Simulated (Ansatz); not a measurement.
`CC(O)Cl` + HCl → `OC(Cl)Cl` + CH₄  (substitution at a C–C bond)

Computed with Ansatz on PBE0-D4/def2-TZVP structures; ΔE is electronic, products minus reactants. CCSD(T)/CBS adds triple-zeta CCSD(T) − MP2 to the extrapolated MP2 energy (def2 sets, frozen cores). This one scheme is used for every species. DFT in def2-TZVPP. Each species was taken in one conformer, which may not be the lowest.

```json
{"level": "r2SCAN0-D4", "ΔE (kJ/mol)": "27.6"}
{"level": "PBE", "ΔE (kJ/mol)": "18.3"}
```

**Question.** What does CCSD(T)/CBS give? (Estimate.)

**Answer.** Computed: +31.0 kJ/mol. The listed levels differ from it by -3.4, -12.7 kJ/mol.

Largest T1 diagnostic among the species: 0.010.

From r2SCAN to r2SCAN0 (25 % exact exchange), in def2-TZVPP and without D4, ΔE moves by +5.2 kJ/mol. At CCSD(T), def2-SVP lies +6.9 kJ/mol from the extrapolated value and def2-TZVPP +2.3 kJ/mol.
